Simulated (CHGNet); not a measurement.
**Zinc-blende HgTe**

Level of theory: the machine-learned potential CHGNet-r²SCAN (trained on r²SCAN data).

Cell: relaxed at this level.

For zinc-blende HgTe, the equilibrium lattice constant a is 6.587 Å and the equilibrium volume per atom is 35.72 Å³/atom.

Measured, for comparison: lattice constant a 6.46 Å, equilibrium volume per atom 33.70 Å³/atom (room temperature, not corrected to a static lattice; as tabulated in Cava et al. (2013), arXiv:1302.1059). Computed (rounded) less measured: lattice constant a +2.0 %, equilibrium volume per atom +6.0 %.

A machine-learned potential is trained on density-functional data: it inherits that level's misses and adds fitting errors of its own.

Note: this model's volume lies 6 % above that of the starting cell (a measured, published or database cell).
